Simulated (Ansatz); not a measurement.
A calculation with Ansatz (development build ahead of 0.2.0).

```yaml
crystal:
  periodic: [false, false, false]
  atoms:
    - { symbol: Li, position_ang: [0.0, 0.0, 0.0] }
    - { symbol: Al, position_ang: [0.0, 1.9083, 1.4643] }
    - { symbol: Al, position_ang: [0.0, -1.9083, 1.4643] }
basis:
  gaussian: { orbitals: pcseg-2 }
magnetization:
  spin_polarized: true
  initial_magnetization: 3
hamiltonian:
  xc: { name: wB97X }
```

The input is written out in the form of the current development build from the run's settings.

Output:

```json
{
 "Converged": "yes",
 "Total energy": "-492.24263 hartree",
 "Spin squared of the determinant": "3.763",
 "Stability test": "minimum"
}
```

Caution: other spin multiplicities may lie lower.
